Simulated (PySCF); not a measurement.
**Level sweep**

TT, C₆H₄S₂.
Z-matrix (Å and degrees, PBE0-D3(BJ)/def2-SVP geometry), rows numbered from 1:
```
C 
C   1  1.3686
C   2  1.4229  1  110.80
S   3  1.7277  2  135.47  1   179.98
C   4  1.7317  3   91.23  2  -179.98
C   5  1.3686  4  113.45  3     0.01
C   3  1.3946  2  113.84  1     0.02
S   7  1.7277  3  110.69  2    -0.03
H   1  1.0895  2  127.31  3  -179.95
H   2  1.0897  1  123.77  3   179.99
H   5  1.0895  4  119.25  3  -179.93
H   6  1.0897  5  123.78  4  -179.99
```

PySCF, dipoles from the SCF density, polarisabilities from static response with core orbitals frozen. Geometry: PBE0-D3(BJ)/def2-SVP; no solvent, vibrations or thermal averaging.

**Question.** Compare the levels for these properties.

**Answer.** 

| level | α (Å³) | anisotropy (Å³) |
| --- | --- | --- |
| LDA/def2-SVPD | 15.80 | 10.43 |
| PBE/def2-SVPD | 15.73 | 10.43 |
| B3LYP/def2-SVPD | 15.48 | 10.14 |
| PBE0/def2-SVPD | 15.30 | 9.98 |
| BHandHLYP/def2-SVPD | 15.09 | 9.71 |
| CAM-B3LYP/def2-SVPD | 15.22 | 9.78 |
| wB97X-D/def2-SVPD | 15.19 | 9.68 |
| LC-wPBE/def2-SVPD | 14.80 | 9.37 |
| HF/def2-SVPD | 14.78 | 9.21 |
| PBE0/6-31G* | 12.78 | 11.22 |
| PBE0/def2-SVP | 12.81 | 10.63 |
| PBE0/6-31+G* | 14.76 | 10.01 |
| PBE0/aug-cc-pVDZ | 15.63 | 10.12 |
| PBE0/def2-TZVP | 14.74 | 10.60 |

The anisotropy is √(½[(α1 − α2)² + (α2 − α3)² + (α3 − α1)²]). No reference polarisability is at hand; against PBE0 in the largest diffuse basis at hand (aug-cc-pVDZ) the other PBE0 rows deviate by 6-31G* -18%, def2-SVP -18%, 6-31+G* -6%, def2-SVPD -2%, def2-TZVP -6%. The dipole stays under 0.05 D at every level. In one basis (def2-SVPD) the functionals order the polarisability from HF (lowest) to LDA (highest), a spread of 7%. With PBE0 the polarisability is 13.44 Å³ without diffuse functions (mean of 6-31G*, def2-SVP and def2-TZVP) and 15.23 Å³ with them (mean of 6-31+G*, def2-SVPD and aug-cc-pVDZ).
